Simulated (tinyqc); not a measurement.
Hueckel theory of the pi electrons, for the molecule C=CN (SMILES; centres numbered as the heavy atoms are written), step by step. Computed by tinyqc, a small Python program that keeps every step. Settings: charge = 0. Command: `OMP_NUM_THREADS=1 python tinyqc.py 20225 20226 out.jsonl` (the two numbers bound the seeds that draw the settings). One thread of a shared host (Intel(R) Xeon(R) Processor @ 2.60GHz), about 0.01 s of CPU time with the checks.

## The Hueckel matrix

Centres:
```
centre  z_r, pi electrons of the neutral centre         h
1C                                            1  0.000000
2C                                            1  0.000000
3N                                            2  1.500000
```

Bonds:
```
i  j         k
1  2         1
2  3  0.890000
```

H_rr = alpha + h_r beta, H_rs = k_rs beta for bonded centres.

Hueckel matrix in units of beta (H = alpha + beta A), lower triangle:
```
          1C        2C        3N
1C  0.000000
2C  1.000000  0.000000
3N  0.000000  0.890000  1.500000
```

## Orbitals

pi electrons, sum of z_r less the charge = 4

Diagonalise; E = alpha + x beta with beta < 0, so the largest x are filled first; degenerate levels share their electrons. P = sum n_i c_ri c_si; each orbital has its largest coefficient positive (the first on a tie).

x values: 2.019597  0.640322  -1.159920

occupations: 2.000000  2.000000  0.000000

coefficients:
```
         MO1        MO2        MO3
1C  0.242212   0.735322  -0.632957
2C  0.489170   0.470843   0.734179
3N  0.837882  -0.487450  -0.245654
```

charge and bond-order matrix P, lower triangle:
```
           1C        2C        3N
1C   1.198731
2C   0.929408  0.921961
3N  -0.310977  0.360708  1.879308
```

## Energy, charges, bond orders

E = sum n x; q_r = z_r - P_rr; bond order p = P_rs; free valence = sqrt(3) - sum of p over the bonds of the atom.

pi energy = 4 alpha + this times beta = 5.319839

pi charges: 1C -0.198731, 2C 0.078039, 3N 0.120692

Bond orders and lengths from R = 1.517 - 0.180 p (angstrom, C-C alone):
```
bond         p         R
1-2   0.929408  1.349707
2-3   0.360708         -
```

free valence of the carbons: 1C 0.802643, 2C 0.441935

gap between the highest filled and the next level = 1.800242 |beta|
